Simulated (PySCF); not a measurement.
Species: CH8BP.
SMILES with atom numbers: `[CH3:1][BH2-:2][PH3+:3]` (hydrogens: H4, H5, H6 on C1; H7, H8 on B2; H9, H10, H11 on P3)

Cartesian coordinates in Å at the PBE0-D3(BJ)/def2-SVP level; atoms count from 1:
```
atom  x, y, z in Å
C1    -1.4073    0.5864    0.0209
B2    -0.3676   -0.6079    0.3293
P3     1.4226   -0.1166   -0.2648
H4    -2.4049    0.2730    0.3709
H5    -1.1754    1.5277    0.5473
H6    -1.5136    0.8199   -1.0519
H7    -0.1449   -0.8418    1.5138
H8    -0.5281   -1.6450   -0.3078
H9     1.6380    0.1683   -1.6382
H10    2.0487    1.0235    0.3025
H11    2.4390   -1.0798   -0.0557
```

The closed-shell ground state was solved at several levels (PySCF, density fitting, gas phase, non-relativistic).

```tsv
level	basis functions	HOMO (eV)	LUMO (eV)	gap (eV)	dipole (D)
wB97X-D/def2-SVPD	128	-9.91	1.76	11.67	3.88
B3LYP/cc-pVTZ	206	-7.88	0.07	7.95	3.73
PBE0/def2-SVPD	128	-8.02	0.12	8.14	3.80
PBE0/6-31G*	62	-7.86	0.70	8.56	3.83
PBE0/pcSseg-0	47	-7.93	0.64	8.57	4.51
HF/pcSseg-2	227	-11.28	2.37	13.65	4.15
```

(1) Estimate the row for PBE0/def2-SVP, a basis of 86 functions; the other rows only guide the guess.

(2) Over all these levels, which gives the widest orbital gap and which the narrowest?

(3) How much does the basis alone move the frontier levels among the 4 PBE0 rows (the withheld one included)?

(4) How far do the dipole and the HOMO energy spread over the levels?

## Answers

(1) HOMO -7.92 eV, LUMO 0.64 eV, gap 8.56 eV, dipole 3.97 D.

(2) HF/pcSseg-2 (Hartree–Fock, all exact exchange) has the widest, 13.65 eV, and B3LYP/cc-pVTZ (global hybrid, 20 % exact exchange) the narrowest, 7.95 eV. Functional and basis both differ between the two, so the spread mixes both effects.

(3) The HOMO by 0.16 eV and the LUMO by 0.58 eV. By rising basis size (HOMO, LUMO in eV): pcSseg-0 -7.93, 0.64; 6-31G* -7.86, 0.70; def2-SVP -7.92, 0.64; def2-SVPD -8.02, 0.12.

(4) The dipole runs from 3.73 to 4.51 D (mean 3.98 D) and the HOMO from -11.28 to -7.86 eV.
